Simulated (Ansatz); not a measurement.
We consider SbSI (Pnma, No. 62), described by HSE06 (Ansatz, a program for electronic structure, PAW).

Numerical settings: plane-wave cutoff 460 eV, 4×6×2 k mesh (along the axes of the cell as run), Fermi–Dirac smearing 0.01 eV, scalar-relativistic PAW data made under PBE.

Computed at the level's own relaxed cell.

Estimate the band gap, smallest direct gap on the k points sampled and Γ–Γ gap that the calculation returns.


- band gap: 2.36 eV
- smallest direct gap on the k points sampled: 2.61 eV
- Γ–Γ gap: 2.65 eV

Measured, for comparison: band gap 1.88 eV (temperature not stated, not corrected to a static lattice, indirect; as tabulated in Butler et al. (2014), arXiv:1412.6929).

Note: the cell comes from a level without a dispersion term, which matters for the spacing of layers, chains or molecules; the volume lies 11 % above that of the published cell.

Spin–orbit coupling is not included.

Computed values are for the static lattice.
